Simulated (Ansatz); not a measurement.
# CH3Si (doublet): from Hartree-Fock to the top rungs, cc-pVDZ

The task here is to estimate one member of a computed series from the others.

Program: Ansatz 0.2.0, Gaussian basis. Level of theory: cc-pVDZ, core rule «outside noble gas», up to 6 orbitals frozen. These are calculated values, not measurements.

To be run: UHF; CCSD(T) on ROHF; CCSD(T) on UHF; BCCD(T) on ROHF; CISD; CCSDT(Q) on ROHF; CCSDT(Q) on UHF.

21 further runs of the same task are left out: 7 that didn't finish, 14 set aside as unsound or not needed.

### The system

The geometry is a PBE0/def2-TZVP stationary point (not a proven minimum).

5 atoms, charge 0, spin multiplicity 2.

Atoms are counted from 1 here; the program's logs count them from 0.

Bond lengths: Si1–C2 1.705 Å, Si1–H3 1.496 Å, C2–H4 1.087 Å, C2–H5 1.083 Å. Angles: C2–Si1–H3 121.5°, Si1–C2–H4 120.3°, Si1–C2–H5 123.6°, H4–C2–H5 116.1°.

Set-up of the first run:

in.yaml

```yaml
crystal:
  periodic: [false, false, false]
  atoms:
    - {symbol: Si, position_ang: [0.000000, -0.089015, 0.556798]}
    - {symbol: C, position_ang: [0.000000, 0.088130, -1.138555]}
    - {symbol: H, position_ang: [0.000000, 1.098328, 1.467598]}
    - {symbol: H, position_ang: [0.000000, 1.078590, -1.586971]}
    - {symbol: H, position_ang: [0.000000, -0.746740, -1.828263]}
basis:
  gaussian: {orbitals: cc-pVDZ}
magnetization: {spin_polarized: true, initial_magnetization: 1}
hamiltonian: {xc: hf}
output: {orbitals: {seedname: orbitals}}
```

The run is started by

```
> ansatz run in.yaml --threads 1 --pin off --events-out ev --progress --plain --max-ram 2393MiB
```

Among the steps run: UHF; CCSD(T) on ROHF; CCSD(T) on UHF; BCCD(T) on ROHF; CISD; CCSDT(Q) on ROHF; CCSDT(Q) on UHF.

One of the session's tables, all rows but one given; the rest of the session is left out.

```
   method  from RCCSDT(Q) (meV)
     ROHF               +7245.7
      UHF               +6933.7
     RMP2               +1156.4
     UMP2               +1506.1
     CISD                +907.6
    RCCSD                +323.1
    UCCSD                +328.8
 RCCSD(T)                 +52.6
 UCCSD(T)                 +80.2
  BCCD(T)                 +53.7
   RCCSDT                 +21.0
   UCCSDT                     ?
RCCSDT(Q)                     0
UCCSDT(Q)                  -2.5
```

Estimate the missing values for UCCSDT.

**Answer.** from RCCSDT(Q) (meV): +19.9. In the column «from RCCSDT(Q) (meV)» it lies between RCCSDT(Q) (0) and RCCSDT (+21.0).

With the free atoms at the same levels and basis (separate runs), the atomisation energy is 14.446 eV at RCCSDT(Q), 14.415 eV at RCCSD(T), 14.386 eV at UCCSD(T), 11.210 eV at ROHF.

To keep in mind: Restricted and unrestricted rows rest on different reference determinants; where their highest levels disagree by more than a few hundredths of an eV, they describe different states and don't form one ladder.
